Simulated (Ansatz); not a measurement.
# Lutetium, hcp: convergence with the k-point mesh

Computed with Ansatz, r²SCAN, scalar-relativistic PAW, on the relaxed cell (a = 3.505 Å, c = 5.470 Å (c/a = 1.561); spin not included). Errors count from a run at 500 eV on a Γ-centred 17×17×10 mesh with Fermi-Dirac smearing of 0.1 eV, extrapolated to zero width. Fixed here: cutoff 500 eV, Fermi-Dirac width 0.1 eV. The SCF starts from atomic densities corrected by a trained network.

| k-mesh | E(σ→0) error (meV/atom) | P (GPa) | SCF iterations |
| --- | --- | --- | --- |
| 2×2×1 | -513.5 | -9.40 | 10 |
| 3×3×2 | 84.6 | -0.90 | 10 |
| 4×4×2 | -5.6 | 0.66 | 10 |
| 5×5×3 | 24.8 | 0.35 | 9 |
| 6×6×4 | -10.2 | -0.20 | 9 |
| 8×8×5 | 3.2 | 0.07 | 9 |
| 11×11×6 | 0.3 | 0.00 | 9 |
| 15×15×9 | 0.1 | 0.00 | 9 |

Within 5 meV/atom of the last row: from 8×8×5 on.
